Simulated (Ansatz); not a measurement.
Consider MgSe in the rock salt structure (space group Fm-3m, No. 225; a = 5.508 Å).

Method: Ansatz (a first-principles code) PBE, no spin-orbit coupling, earlier PAW set.

Perturbation: every Se is replaced by S; the structure is relaxed again.

Measured lattice parameter a: MgSe 5.46 Å (room temperature; as listed in M J Lucero, T M Henderson, G E Scuseria, Journal of Physics Condensed Matter (2012)); MgS 5.188 Å (static lattice; corrected from measurement; as listed in Tamar Goldzak et al., The Journal of Chemical Physics (2022)).

### Question
How well does PBE reproduce the measured shift?

### Answer
With PBE the lattice parameter a moves by -0.279 Å (5.508 → 5.230) against -0.272 Å measured. The two measured values stand on different bases (one corrected, one not), which blurs small differences.

No phonon test of stability was made.
